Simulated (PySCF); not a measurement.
A mixed set of molecules.

All values: CAM-B3LYP/def2-SVPD (PySCF) at PBE0-D3(BJ)/def2-SVP geometries, gas phase, one conformer each. Core orbitals are frozen in the response; Δα² is half the sum of the squared differences of the principal polarisabilities.

Task: Rank by HOMO energy, lowest first.
A. `[SiH3][SiH2]P`
B. `C=[CH][AlH][CH](C)C`
C. `[AlH2][CH2][SiH3]`
D. `F[B-]1(F)n2cccc2N=C2C=CC=[N+]21`

Result: C (-9.43 eV), A (-8.85 eV), B (-8.41 eV), D (-7.66 eV).

Task: Rank by HOMO–LUMO gap, highest first.
A. `C=CB1OBOB(C)O1`
B. `[SiH3]CB1C=CBC=C1`
C. `C=[CH][AlH][CH](C)C`
D. `[AlH2][CH2][SiH3]`
E. `[B-]1(F)(F)[N+]2C(=Nc3cccn13)C=CC=2`
F. `[SiH3][SiH2]P`

Result: F (9.63 eV), A (9.32 eV), D (8.85 eV), C (8.02 eV), B (6.70 eV), E (4.85 eV).

Task: Rank by vertical ionisation energy (ΔSCF), lowest first.
A. `C=[CH][AlH][CH](C)C`
B. `C=CB1OBOB(C)O1`
C. `[SiH3][SiH2]P`

Result: A (9.09 eV), C (9.70 eV), B (10.43 eV).

All values together:

| SMILES | formula | μ (D) | HOMO (eV) | LUMO (eV) | α (Å³) | Δα (Å³) | electrons | α per electron (Å³) | ΔSCF removal energy (eV) |
| --- | --- | --- | --- | --- | --- | --- | --- | --- | --- |
| [H][Al]([H])[CH2][SiH3] | CH7AlSi | 0.99 | -9.43 | -0.57 | 10.36 | 2.69 | 40 | 0.259 | – |
| C=CB1OBOB(C)O1 | C3H7B3O3 | 0.75 | -9.49 | -0.17 | 12.09 | 6.31 | 64 | 0.189 | 10.43 |
| F[B-]1(F)n2cccc2N=C2C=CC=[N+]21 | C8H6BF2N3 | 2.34 | -7.66 | -2.82 | 23.43 | 28.17 | 98 | 0.239 | – |
| C=[CH][AlH][CH](C)C | C5H11Al | 0.66 | -8.41 | -0.39 | 13.35 | 5.67 | 54 | 0.247 | 9.09 |
| [SiH3]CB1C=CBC=C1 | C5H10B2Si | 1.12 | -8.84 | -2.15 | 16.85 | 9.52 | 64 | 0.263 | – |
| [SiH3][SiH2]P | H7PSi2 | 0.68 | -8.85 | 0.78 | 13.18 | 4.27 | 50 | 0.264 | 9.70 |

Conformers: `[H][Al]([H])[CH2][SiH3]`; `[CH2:1]=[CH:2][B:3]1[O:4][BH:5][O:6][B:7]([CH3:8])[O:9]1` with C1–C2–B3–O4 1°; `[CH2:1]=[CH:2][AlH:3][CH:4]([CH3:5])[CH3:6]` with C1–C2–Al3–C4 180°, C2–Al3–C4–C5 -172°; `[SiH3:1][CH2:2][B:3]1[CH:4]=[CH:5][BH:6][CH:7]=[CH:8]1` with Si1–C2–B3–C4 90°; `[SiH3:1][SiH2:2][PH2:3]` with Si1–Si2–P3–H -165° and -71°.

A dash marks a removal energy that wasn't run or isn't settled.

Task: How closely does the mean polarisability follow the number of electrons in this set?

Result: The correlation coefficient is 0.93; α per electron runs from 0.189 to 0.264 Å³.
